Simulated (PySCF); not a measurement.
# C5H7O: the cost of one run

Program: PySCF 2.14.0. Level of theory: levels as typed in each script, gas phase, geometry from GFN2-xTB. These are calculated values, not measurements.

### Step 1. Starting geometry

SMILES `C=[C]COC=C`, 13 atoms, charge 0, spin multiplicity 2.

Bond lengths: C1–C2 1.291 Å, C1–H7 1.080 Å, C1–H8 1.091 Å, C2–C3 1.454 Å, C3–O4 1.434 Å, C3–H9 1.101 Å, C3–H10 1.100 Å, O4–C5 1.350 Å, C5–C6 1.324 Å, C5–H11 1.083 Å, C6–H12 1.073 Å, C6–H13 1.075 Å. Angles: C2–C1–H7 122.3°, C2–C1–H8 123.3°, H7–C1–H8 114.4°, C1–C2–C3 143.7°, C2–C3–O4 110.5°, C2–C3–H9 109.8°, C2–C3–H10 109.8°, O4–C3–H9 109.2°, O4–C3–H10 109.2°, H9–C3–H10 108.3°, C3–O4–C5 117.1°, O4–C5–C6 129.2°, O4–C5–H11 109.1°, C6–C5–H11 121.7°, C5–C6–H12 119.8°, C5–C6–H13 123.7°, H12–C6–H13 116.5°.

As a file:

```xyz
13
charge 0, multiplicity 2
C    -2.7302    0.3162   -0.0003
C    -1.7679   -0.5438    0.0006
C    -0.3210   -0.6824    0.0000
O     0.3065    0.6075    0.0000
C     1.6560    0.6357    0.0001
C     2.5144   -0.3722   -0.0002
H    -3.7692    0.0206   -0.0003
H    -2.5683    1.3955   -0.0011
H     0.0002   -1.2413    0.8921
H    -0.0008   -1.2411   -0.8923
H     1.9888    1.6662    0.0009
H     3.5695   -0.1748   -0.0002
H     2.2206   -1.4062   -0.0008
```

### Step 2. Response to an electric field (M06-2X/6-311+g**)

input.py reads:

```python
import numpy as np
from pyscf import gto, scf, dft
from pyscf.scf import atom_ks, atom_hf
from scipy.linalg import block_diag

def solve(mol, dm0=None, hcore=None):
    mf = (dft.UKS if mol.spin else dft.RKS)(mol, xc='m062x')
    mf.grids.level = 3
    mf = mf.density_fit(auxbasis='def2-universal-jkfit')
    mf.conv_tol, mf.max_cycle = 1e-8, 80
    if hcore is not None:
        mf.get_hcore = lambda *args: hcore
    mf.kernel(dm0)
    if not mf.converged:
        mf = mf.newton().run(mf.mo_coeff, mf.mo_occ, max_cycle=30)
    assert mf.converged, 'SCF not converged'
    return mf

mol = gto.M(atom='''
C     -2.73024     0.31620    -0.00027
C     -1.76794    -0.54378     0.00062
C     -0.32101    -0.68235    -0.00002
O      0.30648     0.60746     0.00002
C      1.65604     0.63568     0.00013
C      2.51437    -0.37218    -0.00022
H     -3.76918     0.02061    -0.00025
H     -2.56828     1.39547    -0.00107
H      0.00019    -1.24126     0.89213
H     -0.00075    -1.24110    -0.89234
H      1.98882     1.66621     0.00095
H      3.56951    -0.17478    -0.00016
H      2.22058    -1.40620    -0.00083
''', basis='6-311+g**', charge=0, spin=1, verbose=4)
field = np.array([0.0, 0.0, 0.002])  # atomic units
mol.set_common_orig(mol.atom_charges() @ mol.atom_coords() / mol.atom_charges().sum())
mf = solve(mol)
out = dict(dm0=mf.make_rdm1(), d0=mf.dip_moment(unit='AU'), e0=mf.e_tot)
for name, sign in (('p', 1), ('m', -1)):
    h = mf.get_hcore() + sign * np.einsum('x,xij->ij', field, mol.intor('int1e_r'))
    mi = solve(mol, mf.make_rdm1(), h)
    out.update({'dm' + name: mi.make_rdm1(), 'd' + name: mi.dip_moment(unit='AU'), 'e' + name: mi.e_tot})
# spherically averaged free atoms, for the promolecule
atm = atom_ks.get_atm_nrks(mol, xc='m062x')
pro = block_diag(*[(atm[a[0]][2] * atm[a[0]][3]) @ atm[a[0]][2].T for a in mol._atom])
np.savez('result.npz', pro=pro, **out)
```

On the command line:

```console
OMP_NUM_THREADS=1 python input.py
```

What time and memory should one allow on 1 thread of AMD EPYC 7R13 (Zen 3), shared host?

About 2.1 min, with a peak of 0.92 GiB.
